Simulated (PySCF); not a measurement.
# C₃H₈O: calculation and literature

Geometry:
| atom | x (Å) | y (Å) | z (Å) |
| --- | --- | --- | --- |
| C1 | -1.523 | 0.009 | 0.098 |
| C2 | -0.146 | 0.097 | -0.545 |
| C3 | 0.963 | -0.242 | 0.452 |
| O4 | 2.248 | -0.196 | -0.121 |
| H5 | -1.707 | -0.997 | 0.468 |
| H6 | -1.599 | 0.702 | 0.935 |
| H7 | -2.296 | 0.258 | -0.625 |
| H8 | -0.083 | -0.592 | -1.389 |
| H9 | 0.016 | 1.110 | -0.927 |
| H10 | 0.903 | 0.438 | 1.316 |
| H11 | 0.843 | -1.266 | 0.814 |
| H12 | 2.383 | 0.679 | -0.503 |

Calculated, not measured (PySCF 2.14.0 with density-fitted response routines): NMR shieldings at PBE0/pcSseg-1/GIAO, geometry from GFN2-xTB. Rapidly exchanging positions averaged, gas phase, a single conformation, non-relativistic.

Reference values: measured (solution, not stated per compound (mostly CDCl3 or CCl4); Pretsch, Buehlmann, Badertscher, Structure Determination of Organic Compounds, 4th ed. (2009)).
| atoms | quantity | reference | computed | computed, scaled |
| --- | --- | --- | --- | --- |
| C3 | δ ¹³C | 64.2 | 70.8 | 67.1 |
| C2 | δ ¹³C | 25.9 | 32.7 | 29.8 |
| C1 | δ ¹³C | 10.3 | 11.5 | 9.0 |
| H10/H11 | δ ¹H | 3.59 | 3.78 | 3.67 |
| H8/H9 | δ ¹H | 1.59 | 1.51 | 1.53 |
| H5/H6/H7 | δ ¹H | 0.94 | 0.92 | 0.97 |

Reference values: measured (liquid, neat; K. Matsuzaki, S. Hayashi, W. Nakanishi, RSC Adv. 2024, ESI (observed values from its refs S1-S5)).
```csv
atoms,quantity,reference,computed,"computed, scaled"
O4,δ ¹⁷O vs H2O,0.0,–,7.8
```

Reference values: measured (liquid, neat, 295 K; 17O NMR survey of organic solvents and oxofluorinated compounds, PMC5915748).
| atoms | quantity | reference | computed | computed, scaled |
| --- | --- | --- | --- | --- |
| O4 | δ ¹⁷O vs D2O (external) | 3.0 | – | 7.8 |

Computed shifts are σ(ref) − σ with the named reference compound (TMS for H and C) calculated as an isolated molecule at the same level. The measured values may be among those fitted. Expected solution values come from regression of measured δ (H and C: mostly CDCl3, vs TMS) on computed σ: ¹³C: δ = 180.61 − 0.978σ (rms 2.1 ppm, 210 shifts, 2.3 ppm with the 2 outliers that the fit left out); ¹H: δ = 30.01 − 0.943σ (rms 0.16 ppm, 131 shifts, 0.17 ppm with the 2 outliers that the fit left out); ¹⁷O: δ = 266.41 − 0.894σ (rms 11.6 ppm, 25 shifts vs liquid water, solution or neat liquid). Occasional misses reach two or three times the rms, and more in compound classes unlike the fitted ones. H not on carbon is unscaled (vs computed TMS).

**Question.** How far are the unscaled ¹³C shifts from the references?

**Answer.** Mean signed difference +4.87 ppm, mean absolute 4.87 ppm over 3 comparisons; the largest is +6.8 ppm at C2 (sp3 CH2).

**Question.** How far are the unscaled ¹H shifts from the references?

**Answer.** Mean signed difference +0.03 ppm, mean absolute 0.10 ppm over 3 comparisons; the largest is +0.19 ppm at H10/H11 (hydrogen on an sp3 CH2 bonded to O).
